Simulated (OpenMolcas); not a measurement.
## How basis sets differ on SiN2H6 (SMILES NN[SiH3])

SiN2H6: 9 atoms, total charge 0, spin state singlet. SMILES: `NN[SiH3]`. The coordinates come from a PBE0-D4/def2-TZVP relaxation. This is one conformer, not always the lowest.

Quantity: the HOMO–LUMO gap, in eV. The values are calculated.

| level | kind | program | value (eV) | CPU time |
| --- | --- | --- | --- | --- |
| HF/STO-3G | Hartree–Fock | OpenMolcas | 21.21 | 1.8 s |
| HF/3-21G | Hartree–Fock | OpenMolcas | 14.80 | 2 s |
| HF/ANO-RCC-VDZ (DKH2, RICD fitting) | Hartree–Fock | OpenMolcas | 12.70 | 6.3 s |
| HF/6-311+G** | Hartree–Fock | OpenMolcas | 12.21 | 14 s |

The values span 12.21 to 21.21 eV. A Hartree–Fock LUMO above zero doesn't converge with the basis: it sinks as sets grow more diffuse. Orbital gaps aren't excitation energies. Times are those of the runs behind each value, whatever else they computed, on shared processors of several kinds: orders of magnitude only.
